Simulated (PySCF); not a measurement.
Species: C4H7N.
Atom-mapped SMILES: `[C-:1]#[N+:2][CH2:3][CH2:4][CH3:5]` (hydrogens: H6, H7 on C3; H8, H9 on C4; H10, H11, H12 on C5)
Bond orders are those of one Lewis drawing.

Computed by this run: PBE0-D3(BJ)/def2-SVP geometry optimisation, gas phase (PySCF 2.14.0); density fitting, grid level 1; the optimiser is geomeTRIC in internal coordinates, started from an MMFF94s structure.

Step 0: E = -5739.9707 eV
```
atom  x, y, z in Å  |  force x, y, z in eV/Å
C1      2.4377    1.0344    1.0587    0.023   0.106   0.024
N2      1.7093    0.2198    0.6359   -0.363  -0.614  -0.101
C3      0.8341   -0.7919    0.1238    0.326   0.659  -0.309
C4     -0.2889   -0.1862   -0.7108   -0.314   0.196   0.483
C5     -1.2692    0.6219    0.1267    0.123  -0.068  -0.261
H6      0.4296   -1.3725    0.9601   -0.048  -0.061   0.201
H7      1.4267   -1.4728   -0.4977    0.194  -0.123  -0.022
H8     -0.8363   -0.9942   -1.2095    0.051  -0.238  -0.108
H9      0.1305    0.4550   -1.4947    0.190  -0.015  -0.163
H10    -0.7799    1.4794    0.5984    0.099   0.154   0.124
H11    -2.0788    1.0027   -0.5041   -0.166   0.099  -0.048
H12    -1.7148    0.0043    0.9131   -0.114  -0.096   0.180
```

Step 1: E = -5739.9912 eV
```
atom  x, y, z in Å  |  force x, y, z in eV/Å
C1      2.3275    1.0230    1.1832   -0.053  -0.001  -0.004
N2      1.6567    0.1969    0.6901    0.181   0.070  -0.073
C3      0.8559   -0.7935    0.0767   -0.163  -0.034   0.252
C4     -0.3098   -0.2030   -0.7075   -0.031   0.010  -0.151
C5     -1.2485    0.6560    0.1230    0.049   0.027   0.044
H6      0.4704   -1.4405    0.8830    0.005  -0.080  -0.042
H7      1.4956   -1.4184   -0.5674   -0.015   0.046  -0.008
H8     -0.8617   -1.0486   -1.1524    0.041   0.014   0.005
H9      0.0975    0.3815   -1.5490   -0.030   0.007  -0.014
H10    -0.7337    1.5496    0.5107   -0.010  -0.049   0.008
H11    -2.1048    1.0005   -0.4767    0.032  -0.024   0.004
H12    -1.6451    0.0966    0.9863   -0.008   0.014  -0.022
```

Question: Estimate the geometry and energy of step 2. (The exact step hangs on the optimiser's Hessian estimate; all steps are aligned on step 1, rigid shifts and turns removed.)

Answer: E = -5739.9949 eV, largest force 0.062 eV/Å
```
atom  x, y, z in Å  |  force x, y, z in eV/Å
C1      2.3319    1.0332    1.1652   -0.026   0.018   0.005
N2      1.6601    0.2007    0.6850    0.038  -0.042  -0.024
C3      0.8482   -0.7941    0.0884   -0.013   0.016   0.030
C4     -0.3094   -0.2023   -0.7087   -0.008   0.007  -0.015
C5     -1.2470    0.6535    0.1240   -0.014   0.012   0.002
H6      0.4655   -1.4500    0.8894    0.012   0.020  -0.010
H7      1.4861   -1.4140   -0.5607    0.011  -0.014  -0.005
H8     -0.8569   -1.0461   -1.1597    0.009  -0.008   0.006
H9      0.1013    0.3854   -1.5465    0.000  -0.004   0.009
H10    -0.7302    1.5390    0.5240    0.006  -0.011   0.008
H11    -2.0963    1.0053   -0.4794   -0.005   0.012   0.003
H12    -1.6533    0.0894    0.9790   -0.011  -0.005  -0.009
```

The energy changes by -0.0037 eV. The first-order estimate −F·Δx gives -0.0072 eV and the mean of the old and new forces, exact on a quadratic surface, -0.0038 eV. The step makes an angle of 66° with the force vector and moves no atom by more than 0.021 Å.

The cost below is that of the whole optimisation. The run took about 18 s of CPU time (one thread, shared machine).
